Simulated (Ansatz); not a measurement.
System: C$_{2}$H$_{5}$S, charge -1, multiplicity 1. It need not be the lowest isomer of its formula. Whether it binds its extra electron was not tested at this geometry. 
Structure (B3LYP-D3(BJ)/def2-TZVP (Ansatz, a program for electronic structure) minimum search):
```
S
C 1 1.7219
H 2 1.0948 1 115.01
H 2 1.0948 3 112.50 1 -134.28
C 1 1.8949 2 110.92 3 -66.56
H 5 1.0945 1 110.03 2 -60.00
H 5 1.0945 6 108.90 1 -120.67
H 5 1.0988 6 109.19 7 -119.15
```
Charge -1, spin multiplicity 1.

Basis-set convergence of Hartree-Fock and CCSD(T) correlation energies (hartree) with Ansatz. Valence correlation only, unless marked. No spin-orbit coupling. Non-relativistic. This anion needs diffuse functions, which these sets lack.

```csv
basis,functions,E(HF),"E(corr, CCSD(T))",rough core time
cc-pV(D+d)Z,76,-476.09191,-0.49745,under 20 s
cc-pV(T+d)Z,169,(withheld),(withheld),28 s
```

Task: Fill in the missing entries.

Result: 
- cc-pV(T+d)Z, E(HF): -476.13973
- cc-pV(T+d)Z, E(corr, CCSD(T)): -0.61657
